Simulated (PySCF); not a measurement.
# Relaxation of singlet SO₂(OH)₂

Method: PBE0/[S def2-SVP, O def2-SVP, H def2-SVP], no relativity, density fitting, PySCF. A (50,194) grid was used.

A start displaced from a saddle point along its imaginary mode, of C2 symmetry, held to at least that symmetry:

Coordinates in bohr (charge 0 multiplicity 1):
```
S     0.0000    0.0000    0.0171
O     2.8085    0.1479    0.2025
O    -2.8085   -0.1479    0.2025
O    -0.2376    3.1638   -0.2053
O     0.2376   -3.1638   -0.2053
H     1.4878    3.7856   -0.2268
H    -1.4878   -3.7856   -0.2268
```

**Question.** What forces act on the atoms at the start (eV/Å)?

**Answer.** 
```csv
atom,Fx,Fy,Fz
S1,0.00,0.00,0.10
O2,-0.32,-0.01,0.45
O3,0.32,0.01,0.45
O4,-0.01,-0.21,-0.46
O5,0.01,0.21,-0.46
H6,0.02,-0.01,-0.03
H7,-0.02,0.01,-0.03
```

**Question.** What does it relax to?

**Answer.** It ends at C2 with O–H 0.970 Å (×2), S–O 1.437 Å (×2), S–O 1.608 Å (×2); H–O–S 108.3° (×2), O–S–O 101.4°, O–S–O 105.7° (×2), O–S–O 108.4° (×2), O–S–O 124.7° (after a last refinement on a finer grid). A frequency run shows a minimum. Other isomers or separated fragments may lie lower.

**Question.** How much energy is released, and in how many steps?

**Answer.** 335.3 kJ/mol in 21 steps.
